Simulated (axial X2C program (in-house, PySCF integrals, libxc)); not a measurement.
# Worked dissociation energy of SiO⁺: PBE0, spin-free

Computed with an in-house all-electron X2C program for linear molecules (integrals from PySCF). Spin-free means the one-electron spin-free X2C Hamiltonian. Basis: Si dyall-v3z [8s7p2d1f], O dyall-av3z [7s6p3d2f] (cores contracted in-house); Gaussian nuclei, density fitting, unrestricted open shells. Masses: Si 27.977 u, O 15.995 u.

Molecular state: M_S = 1/2, Λ = 0 (beyond evenly filled blocks: σα).

* E(Si+) (2M_S = 1, M_L = 0): -289.566603 hartree
* E(O) (2M_S = 2, M_L = 0): -75.075790 hartree
* E(SiO⁺) at Re: -364.810718 hartree
* ωe: 1140.8 cm⁻¹
* ωexe: 7.07 cm⁻¹

(1) Work out De and D0.

The state is a single determinant with fixed occupations, the lowest that a limited PBE0 search found. Dissociation energies refer to the lowest single-determinant-based atoms at the same level and basis.

Each atomic determinant is the lowest at this level and need not be a pure term. Totals compare only within one Hamiltonian and basis.

## Answers

(1) De = -289.566603 + (-75.075790) − (-364.810718) = 0.16833 hartree = 4.580 eV. The zero-point energy is ωe/2 − ωexe/4 = 569 cm⁻¹ = 0.071 eV, so D0 = 4.510 eV.
